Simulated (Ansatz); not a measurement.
# Al₂H₂ (quintet): from Hartree-Fock to the top rungs, cc-pVTZ

One table from this session's results is given with a row withheld; the runs are named, their logs left out.

Program: Ansatz 0.2.0, Gaussian basis. Level of theory: cc-pVTZ, core rule «outside noble gas», up to 10 orbitals frozen. These are calculated values, not measurements.

Plan: UHF; CCSD(T) on ROHF; CCSD(T) on UHF; BCCD(T) on ROHF; CCSDT(Q) on ROHF; CCSDT(Q) on UHF.

16 further runs of the same task are left out: 10 for a known fault of the program, 6 set aside as unsound or not needed.

### What is computed

The geometry is a PBE0/def2-TZVP stationary point (not a proven minimum) of the parent state, kept for this charge and spin.

4 atoms, charge 0, spin multiplicity 5.

Atoms are counted from 1 here; the program's logs count them from 0.

Bond lengths: Al1–Al2 2.545 Å, Al1–H3 1.589 Å, Al1–H4 1.589 Å. Angles: Al2–Al1–H3 116.8°, Al2–Al1–H4 116.8°, H3–Al1–H4 126.5°.

The first run:

in.yaml

```yaml
crystal:
  periodic: [false, false, false]
  atoms:
    - {symbol: Al, position_ang: [0.000000, 0.000000, -1.200958]}
    - {symbol: Al, position_ang: [0.000000, 0.000000, 1.344142]}
    - {symbol: H, position_ang: [0.000000, 1.418400, -1.916458]}
    - {symbol: H, position_ang: [0.000000, -1.418400, -1.916458]}
basis:
  gaussian: {orbitals: cc-pVTZ}
magnetization: {spin_polarized: true, initial_magnetization: 4}
hamiltonian: {xc: hf}
output: {orbitals: {seedname: orbitals}}
```

Command:

```
$ ansatz run in.yaml --threads 1 --pin off --events-out ev --progress --plain --max-ram 4096MiB --backend cpu
```

Steps of the session up to this table: UHF; CCSD(T) on ROHF; CCSD(T) on UHF; BCCD(T) on ROHF; CCSDT(Q) on ROHF; CCSDT(Q) on UHF.

One of the session's tables, all rows but one given; the rest of the session is left out.

```
   method  from UCCSDT(Q) (meV)
     ROHF               +3348.1
      UHF                     ?
     RMP2                +857.0
     UMP2                +849.5
    RCCSD                +128.5
    UCCSD                +125.4
 RCCSD(T)                 +37.7
 UCCSD(T)                 +35.0
  BCCD(T)                 +36.4
   RCCSDT                  +6.3
   UCCSDT                  +3.7
RCCSDT(Q)                  +3.0
UCCSDT(Q)                     0
```

Estimate the missing values for UHF.

As computed: from UCCSDT(Q) (meV): +3326.5. In the column «from UCCSDT(Q) (meV)» it lies between RMP2 (+857.0) and ROHF (+3348.1).

Limits of these values: Restricted and unrestricted rows rest on different reference determinants; where their highest levels disagree by more than a few hundredths of an eV, they describe different states and don't form one ladder.
